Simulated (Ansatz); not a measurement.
Rock-salt SrO was calculated with G0W0@PBE (Ansatz, an electronic-structure program, plane waves, hard PAW, contour deformation).

The cell has the measured lattice parameters. Conventional cell: a = 5.1600 Å, b = 5.1600 Å, c = 5.1600 Å, α = 90.00°, β = 90.00°, γ = 90.00°.

The quasiparticle gap at Γ at a fixed k mesh 2×2×2:

```csv
response cutoff,value (eV)
"250 eV, 566 empty bands",4.981
"300 eV, 745 empty bands",5.012
"400 eV, 1146 empty bands",5.042
"500 eV, 1602 empty bands",5.055
```

Taking the value to converge with the response cutoff E as E^(−3/2), extrapolate from the last two rows.

With y = y∞ + c/w and weights w = 8000 and 11180 for the last two rows, y∞ = (w2 y2 − w1 y1)/(w2 − w1) = (11180 × 5.055 − 8000 × 5.042)/3180 = 5.088 eV, which lies 0.033 beyond the last row. Successive pairs of rows give 5.111, 5.098, 5.088. The limit also hangs on the law assumed, so its last digits aren't firm.

The other settings are not extrapolated, so this is the limit in one setting alone.

At the last cutoff the smallest gap on this mesh is 4.50 eV, with an edge away from Γ.

Spin–orbit coupling is not included.
